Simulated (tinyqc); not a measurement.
RHF in the sto-6g basis, for H2O, spin multiplicity 1, step by step. One step of it, computed by the program tinyqc.

Question. Iteration 1: building the Fock matrix. J_ij = sum D_kl (ij|kl), K_ij = sum D_kl (ik|jl); F = H + J - 0.5 K; E = tr D H + tr D J / 2 - 0.25 tr D K + E_nn.

D at the start:
```
            1O 1s      1O 2s     1O 2px     1O 2py     1O 2pz      2H 1s      3H 1s
1O 1s    1.113981  -0.425011  -0.240280   0.653029   0.724220  -0.112907   0.438358
1O 2s   -0.425011   2.243289   0.409711   0.060794   0.018030  -1.397079  -0.171775
1O 2px  -0.240280   0.409711   1.660459   0.043920   0.322352   0.343481  -0.491208
1O 2py   0.653029   0.060794   0.043920   1.904561  -0.436446  -0.413113   0.276392
1O 2pz   0.724220   0.018030   0.322352  -0.436446   1.504290  -0.462382  -0.391663
2H 1s   -0.112907  -1.397079   0.343481  -0.413113  -0.462382   1.988301   0.722733
3H 1s    0.438358  -0.171775  -0.491208   0.276392  -0.391663   0.722733   1.342532
```

core Hamiltonian H = T + V (hartree):
```
             1O 1s      1O 2s     1O 2px     1O 2py     1O 2pz      2H 1s      3H 1s
1O 1s   -32.840800  -7.257574   0.000000  -0.000203  -0.012604  -1.105841  -1.072981
1O 2s    -7.257574  -9.064040   0.000000  -0.002185  -0.147080  -2.618114  -2.558608
1O 2px    0.000000   0.000000  -7.322785   0.000000   0.000000   0.000000   0.000000
1O 2py   -0.000203  -0.002185   0.000000  -7.428992  -0.001080  -1.609559   1.579655
1O 2pz   -0.012604  -0.147080   0.000000  -0.001080  -7.373066  -1.142274  -1.120470
2H 1s    -1.105841  -2.618114   0.000000  -1.609559  -1.142274  -4.346001  -0.792748
3H 1s    -1.072981  -2.558608   0.000000   1.579655  -1.120470  -0.792748  -4.308971
```

Two-electron integrals (ij|kl) in chemists' order, unique and non-zero (hartree):
```
(11|11) 4.787491    (21|11) 0.675884    (21|21) 0.121505    (22|11) 1.117379
(22|21) 0.249212    (22|22) 0.817383    (31|31) 0.025762    (32|31) 0.039145
(32|32) 0.180664    (33|11) 1.117381    (33|21) 0.249212    (33|22) 0.817382
(33|33) 0.880663    (41|41) 0.025762    (42|41) 0.039145    (42|42) 0.180664
(43|43) 0.047461    (44|11) 1.117381    (44|21) 0.249212    (44|22) 0.817382
(44|33) 0.785741    (44|44) 0.880663    (51|51) 0.025762    (52|51) 0.039145
(52|52) 0.180664    (53|53) 0.047461    (54|54) 0.047461    (55|11) 1.117381
(55|21) 0.249212    (55|22) 0.817382    (55|33) 0.785741    (55|44) 0.785741
(55|55) 0.880663    (61|11) 0.108832    (61|21) 0.018766    (61|22) 0.037690
(61|33) 0.037610    (61|41) 0.000759    (61|42) 0.001488    (61|44) 0.037773
(61|51) 0.000522    (61|52) 0.001024    (61|54) 0.000112    (61|55) 0.037687
(61|61) 0.002954    (62|11) 0.282906    (62|21) 0.064070    (62|22) 0.235008
(62|33) 0.230992    (62|41) 0.004244    (62|42) 0.032245    (62|44) 0.239167
(62|51) 0.002922    (62|52) 0.022196    (62|54) 0.005627    (62|55) 0.234865
(62|61) 0.009965    (62|62) 0.086696    (63|31) 0.006872    (63|32) 0.039489
(63|43) 0.006546    (63|53) 0.004506    (63|63) 0.011778    (64|11) 0.175552
(64|21) 0.040297    (64|22) 0.157575    (64|33) 0.150650    (64|41) 0.009160
(64|42) 0.059521    (64|44) 0.168954    (64|51) 0.001575    (64|52) 0.013789
(64|54) 0.008094    (64|55) 0.153120    (64|61) 0.006531    (64|62) 0.070640
(64|64) 0.068612    (65|11) 0.120842    (65|21) 0.027738    (65|22) 0.108467
(65|33) 0.103700    (65|41) 0.001575    (65|42) 0.013789    (65|44) 0.107288
(65|51) 0.007956    (65|52) 0.048981    (65|54) 0.009016    (65|55) 0.114412
(65|61) 0.004496    (65|62) 0.048625    (65|64) 0.039122    (65|65) 0.038708
(66|11) 0.449595    (66|21) 0.103705    (66|22) 0.436769    (66|33) 0.420145
(66|41) 0.008278    (66|42) 0.087707    (66|44) 0.453983    (66|51) 0.005698
(66|52) 0.060374    (66|54) 0.023292    (66|55) 0.436178    (66|61) 0.016259
(66|62) 0.211535    (66|64) 0.196298    (66|65) 0.135122    (66|66) 0.774999
(71|11) 0.105579    (71|21) 0.018206    (71|22) 0.036570    (71|33) 0.036492
(71|41) -0.000736   (71|42) -0.001445   (71|44) 0.036650    (71|51) 0.000506
(71|52) 0.000994    (71|54) -0.000108   (71|55) 0.036567    (71|61) 0.002819
(71|62) 0.009312    (71|64) 0.005602    (71|65) 0.004206    (71|66) 0.015037
(71|71) 0.002780    (72|11) 0.276192    (72|21) 0.062558    (72|22) 0.229672
(72|33) 0.225739    (72|41) -0.004146   (72|42) -0.031581   (72|44) 0.233749
(72|51) 0.002852    (72|52) 0.021720    (72|54) -0.005508   (72|55) 0.229528
(72|61) 0.009371    (72|62) 0.065911    (72|64) 0.037626    (72|65) 0.035911
(72|66) 0.127828    (72|71) 0.009441    (72|72) 0.083052    (73|31) 0.006688
(73|32) 0.038502    (73|43) -0.006402   (73|53) 0.004403    (73|63) 0.008559
(73|73) 0.011241    (74|11) -0.172087   (74|21) -0.039504   (74|22) -0.154607
(74|33) -0.147830   (74|41) 0.008927    (74|42) 0.058163    (74|44) -0.165743
(74|51) -0.001540   (74|52) -0.013522   (74|54) 0.007917    (74|55) -0.150247
(74|61) -0.005662   (74|62) -0.037839   (74|64) -0.013685   (74|65) -0.020219
(74|66) -0.067955   (74|71) -0.006211   (74|72) -0.067935   (74|74) 0.066103
(75|11) 0.118354    (75|21) 0.027169    (75|22) 0.106332    (75|33) 0.101671
(75|41) -0.001540   (75|42) -0.013522   (75|44) 0.105186    (75|51) 0.007747
(75|52) 0.047802    (75|54) -0.008819   (75|55) 0.112139    (75|61) 0.004245
(75|62) 0.035988    (75|64) 0.020161    (75|65) 0.027822    (75|66) 0.075668
(75|71) 0.004272    (75|72) 0.046723    (75|74) -0.037732   (75|75) 0.037191
(76|11) 0.078425    (76|21) 0.017939    (76|22) 0.071264    (76|33) 0.069724
(76|41) -4.48e-06   (76|42) -0.000051   (76|44) 0.071198    (76|51) 0.001294
(76|52) 0.011662    (76|54) -0.000012   (76|55) 0.072870    (76|61) 0.002753
(76|62) 0.025748    (76|64) 0.018294    (76|65) 0.016268    (76|66) 0.065071
(76|71) 0.002672    (76|72) 0.025260    (76|74) -0.018063   (76|75) 0.016002
(76|76) 0.009675    (77|11) 0.444983    (77|21) 0.102652    (77|22) 0.432830
(77|33) 0.416459    (77|41) -0.008136   (77|42) -0.086572   (77|44) 0.449800
(77|51) 0.005596    (77|52) 0.059541    (77|54) -0.022931   (77|55) 0.432229
(77|61) 0.015342    (77|62) 0.129666    (77|64) 0.068605    (77|65) 0.076543
(77|66) 0.274748    (77|71) 0.015612    (77|72) 0.206183    (77|74) -0.192029
(77|75) 0.132070    (77|76) 0.065071    (77|77) 0.774999
```

nuclear repulsion = 7.55349756 hartree

Give: Coulomb J; exchange K; Fock matrix F; total energy of this density.

Answer.

Coulomb J (hartree):
```
          1O 1s   1O 2s  1O 2px   1O 2py   1O 2pz   2H 1s    3H 1s
1O 1s   13.2723  2.5511  0.0178   0.0298   0.0350  0.3944   0.3813
1O 2s    2.5511  7.4514  0.1185   0.0311   0.1096  2.2103   2.1580
1O 2px   0.0178  0.1185  7.4214   0.0150   0.0294  0.0322   0.0254
1O 2py   0.0298  0.0311  0.0150   7.5021  -0.0436  1.5177  -1.4810
1O 2pz   0.0350  0.1096  0.0294  -0.0436   7.4306  1.0605   1.0468
2H 1s    0.3944  2.2103  0.0322   1.5177   1.0605  4.6169   0.6944
3H 1s    0.3813  2.1580  0.0254  -1.4810   1.0468  0.6944   4.5077
```

exchange K (hartree):
```
          1O 1s    1O 2s   1O 2px   1O 2py   1O 2pz   2H 1s    3H 1s
1O 1s    5.1829   0.9584  -0.1625   0.6147   0.8076  0.2409   0.3061
1O 2s    0.9584   2.2753   0.3027  -0.0035  -0.0098  0.4931   0.8515
1O 2px  -0.1625   0.3027   1.9399   0.1663   0.2536  0.2518  -0.0579
1O 2py   0.6147  -0.0035   0.1663   2.0081  -0.4012  0.3073  -0.4967
1O 2pz   0.8076  -0.0098   0.2536  -0.4012   1.7075  0.1316   0.2997
2H 1s    0.2409   0.4931   0.2518   0.3073   0.1316  1.1460   0.3232
3H 1s    0.3061   0.8515  -0.0579  -0.4967   0.2997  0.3232   1.2223
```

Fock matrix F (hartree):
```
           1O 1s    1O 2s   1O 2px   1O 2py   1O 2pz    2H 1s    3H 1s
1O 1s   -22.1599  -5.1857   0.0991  -0.2778  -0.3814  -0.8318  -0.8448
1O 2s    -5.1857  -2.7503  -0.0328   0.0307  -0.0326  -0.6544  -0.8264
1O 2px    0.0991  -0.0328  -0.8714  -0.0682  -0.0975  -0.0937   0.0544
1O 2py   -0.2778   0.0307  -0.0682  -0.9309   0.1559  -0.2455   0.3470
1O 2pz   -0.3814  -0.0326  -0.0975   0.1559  -0.7962  -0.1476  -0.2235
2H 1s    -0.8318  -0.6544  -0.0937  -0.2455  -0.1476  -0.3021  -0.2599
3H 1s    -0.8448  -0.8264   0.0544   0.3470  -0.2235  -0.2599  -0.4124
```

total energy of this density = -54.217369 hartree
